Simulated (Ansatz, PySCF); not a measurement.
System: CN (charge -1, singlet). 
Geometry from a B3LYP-D3(BJ)/def2-TZVP (Ansatz, an electronic-structure program) optimisation:
```xyz
2

C      0.0000     0.0000    -0.6301
N      0.0000     0.0000     0.5401
```
Charge -1, spin multiplicity 1.

Total electronic energies in hartree. Valence correlation only, unless marked. No spin-orbit coupling. No relativistic terms. CBS marks a two-point X^-3 extrapolation of the correlation energy; Hartree-Fock from the larger set. The bracket is a focal-point correction in the basis named.

```
level                                                                 program  energy (Eh)
-------------------------------------------------------------  --------------  -----------
HF/cc-pVTZ                                                             Ansatz    -92.33339
MN15/def2-TZVPD                                                         PySCF          ___
CAM-B3LYP-D3(BJ)/def2-TZVPD                                    Ansatz + dftd3    -92.85269
CAM-B3LYP-D4/def2-TZVPD                                        Ansatz + dftd4    -92.85287
MP2/cc-pVQZ                                                            Ansatz    -92.70858
MP2/CBS(def2-TZVPPD,def2-QZVPPD)                                       Ansatz     -92.7302
RI-MP2/CBS(aug-cc-pVTZ,aug-cc-pVQZ)                                    Ansatz     -92.7321
RI-MP2/CBS(aug-cc-pVTZ,aug-cc-pVQZ)+[CCSD(T)-MP2]/aug-cc-pVTZ          Ansatz     -92.7524
CCSD(T)/CBS(aug-cc-pVTZ,aug-cc-pVQZ)                                   Ansatz     -92.7477
```

### Question
What belongs in the gaps?

### Answer

- MN15/def2-TZVPD, energy (Eh): -92.78308
